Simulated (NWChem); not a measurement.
All runs are NWChem calculations. System: isobutene (C$_{4}$H$_{8}$), charge 0, spin multiplicity 1, at a geometry optimised with PBE/def2-SVP. Level: EOM-CCSD/6-31+G* (spherical d), 4 core orbitals frozen.

Part of the output:

```
             Northwest Computational Chemistry Package (NWChem) 7.3.0
             --------------------------------------------------------

                                NWChem Input Module
                                -------------------

 Scaling coordinates for geometry "geometry" by  1.889725989
 (inverse scale =  0.529177249)

 Turning off AUTOSYM since
 SYMMETRY directive was detected!

                             Geometry "geometry" -> ""
                             -------------------------

 Output coordinates in angstroms (scale by  1.889725989 to convert to a.u.)

  No.       Tag          Charge          X              Y              Z
 ---- ---------------- ---------- -------------- -------------- --------------
    1 C                    6.0000    -1.27711200     0.00000000    -0.68117800
    2 C                    6.0000     0.00000000     0.00000000     0.12080700
    3 C                    6.0000     1.27711200     0.00000000    -0.68117800
    4 C                    6.0000     0.00000000     0.00000000     1.47021400
    5 H                    1.0000    -1.32988500    -0.88861600    -1.34792200
    6 H                    1.0000    -1.32988500     0.88861600    -1.34792200
    7 H                    1.0000    -2.17621200     0.00000000    -0.03502600
    8 H                    1.0000     1.32988500    -0.88861600    -1.34792200
    9 H                    1.0000     2.17621200     0.00000000    -0.03502600
   10 H                    1.0000     1.32988500     0.88861600    -1.34792200
   11 H                    1.0000     0.94011000     0.00000000     2.04487500
   12 H                    1.0000    -0.94011000     0.00000000     2.04487500

 Effective nuclear repulsion energy (a.u.)     118.7207897954

            Nuclear Dipole moment (a.u.)
            ----------------------------
        X                 Y               Z
 ---------------- ---------------- ----------------
     0.0000000000     0.0000000000     0.0000000000

      Symmetry information
      --------------------

 Group name             C2v
 Group number             16
 Group order               4
 No. of unique centers     6

      Symmetry unique atoms

     1    2    4    5    7   11


 Summary of "ao basis" -> "" (spherical)
 ------------------------------------------------------------------------------
       Tag                 Description            Shells   Functions and Types
 ---------------- ------------------------------  ------  ---------------------
[...]
   0.0001360010006   0.3316511662595    9.02469     0.5     0.5

 Iteration  20 using   20 trial vectors
   0.0000789130423   0.3316509920165    9.02469     0.5     0.5

 Iteration  21 using   21 trial vectors
   0.0000400076979   0.3316509203539    9.02468     0.5     0.5

 Iteration  22 using   22 trial vectors
   0.0000254397778   0.3316508980779    9.02468     0.5     0.5

 Iteration  23 using   23 trial vectors
   0.0000173975023   0.3316508156011    9.02468     0.5     0.5

 Iteration  24 using   24 trial vectors
   0.0000100931325   0.3316508105251    9.02468     0.5     0.5

 Iteration  25 using   25 trial vectors
   0.0000064726197   0.3316508383992    9.02468     0.4     0.4
 --------------------------------------------------------------
 Iterations converged
 ------------------

 Excited state root  1
 Excitation energy / hartree =        0.331650838399230
                   / eV      =        9.024682330578525
 largest EOMCCSD amplitudes: R1 and R2

 Singles contributions
    25a2  (alpha) ---    16b2  (alpha)       -0.9407969819

 Doubles contributions

 =========================================
 Excited-state calculation ( b2  symmetry)
 =========================================
 Dim. of EOMCC iter. space      500

 EOMCCSD SOLVER TYPE  1
  maxdiff =   0.43155742977668177

 No. of initial right vectors    1

 EOM-CCSD right-hand side iterations
 --------------------------------------------------------------
      Residuum       Omega / hartree  Omega / eV    Cpu    Wall
 --------------------------------------------------------------

 Iteration   1 using    1 trial vectors
   0.4374040193401   0.3535943578552    9.62180     0.6     0.6

 Iteration   2 using    2 trial vectors
   0.0884930326116   0.2659988409524    7.23820     0.4     0.4

 Iteration   3 using    3 trial vectors
   0.0548668600613   0.2594713206235    7.06058     0.4     0.4

 Iteration   4 using    4 trial vectors
   0.0429700852254   0.2556665668412    6.95704     0.4     0.4

 Iteration   5 using    5 trial vectors
   0.0284752170733   0.2528392630303    6.88011     0.4     0.4

 Iteration   6 using    6 trial vectors
   0.0180973914900   0.2519774295210    6.85666     0.4     0.4

 Iteration   7 using    7 trial vectors
   0.0094504483400   0.2514403108394    6.84204     0.4     0.4

 Iteration   8 using    8 trial vectors
   0.0055731688671   0.2513866395407    6.84058     0.4     0.4

 Iteration   9 using    9 trial vectors
   0.0046665739642   0.2514226369371    6.84156     0.4     0.4

 Iteration  10 using   10 trial vectors
   0.0043168548129   0.2513220641381    6.83882     0.4     0.4

 Iteration  11 using   11 trial vectors
   0.0031899570104   0.2513238156256    6.83887     0.4     0.4

 Iteration  12 using   12 trial vectors
   0.0018223559125   0.2513222537809    6.83883     0.4     0.4

 Iteration  13 using   13 trial vectors
   0.0010831639908   0.2512997751450    6.83822     0.4     0.4

 Iteration  14 using   14 trial vectors
   0.0006153253383   0.2513051693507    6.83836     0.4     0.4

 Iteration  15 using   15 trial vectors
   0.0003683912748   0.2513036695943    6.83832     0.4     0.4

 Iteration  16 using   16 trial vectors
   0.0002051976656   0.2513009220124    6.83825     0.4     0.4

 Iteration  17 using   17 trial vectors
   0.0001086775571   0.2513026005986    6.83829     0.4     0.4

 Iteration  18 using   18 trial vectors
   0.0000509572482   0.2513028427947    6.83830     0.4     0.4

 Iteration  19 using   19 trial vectors
   0.0000276519005   0.2513028518721    6.83830     0.4     0.4

 Iteration  20 using   20 trial vectors
   0.0000184049169   0.2513029995438    6.83831     0.4     0.4

 Iteration  21 using   21 trial vectors
   0.0000116750813   0.2513029330530    6.83830     0.4     0.4

 Iteration  22 using   22 trial vectors
   0.0000068881352   0.2513028695253    6.83830     0.4     0.4
 --------------------------------------------------------------
 Iterations converged
 ------------------

 Excited state root  1
 Excitation energy / hartree =        0.251302869525337
                   / eV      =        6.838301923720572
 largest EOMCCSD amplitudes: R1 and R2

 Singles contributions
    17a1  (alpha) ---    16b2  (alpha)        0.8295979960
    19a1  (alpha) ---    16b2  (alpha)       -0.2714098260
    23a1  (alpha) ---    16b2  (alpha)       -0.3164025057
    36a1  (alpha) ---    16b2  (alpha)        0.1166393700

 Doubles contributions

 Task  times  cpu:       50.3s     wall:       50.3s

 Total times  cpu:       50.3s     wall:       50.3s
```

Problem. Write an NWChem input that would produce this output.

Solution. This is not unique; one that fits is 
```
start mol
memory heap 100 mb stack 700 mb global 1900 mb
geometry units angstroms nocenter noautoz
  C     -1.277112     0.000000    -0.681178
  C      0.000000     0.000000     0.120807
  C      1.277112     0.000000    -0.681178
  C      0.000000     0.000000     1.470214
  H     -1.329885    -0.888616    -1.347922
  H     -1.329885     0.888616    -1.347922
  H     -2.176212     0.000000    -0.035026
  H      1.329885    -0.888616    -1.347922
  H      2.176212     0.000000    -0.035026
  H      1.329885     0.888616    -1.347922
  H      0.940110     0.000000     2.044875
  H     -0.940110     0.000000     2.044875
  symmetry group C2v
end
basis spherical
  * library 6-31+g*
end
scf
  rhf
  nopen 0
  maxiter 100
  thresh 1e-7
  semidirect memsize 60000000 filesize 0
end
tce
  freeze core 4
  ccsd
  nroots 1
  2eorb
  2emet 13
  thresh 1e-5
  maxiter 200
  tilesize 24
end
task tce energy
```
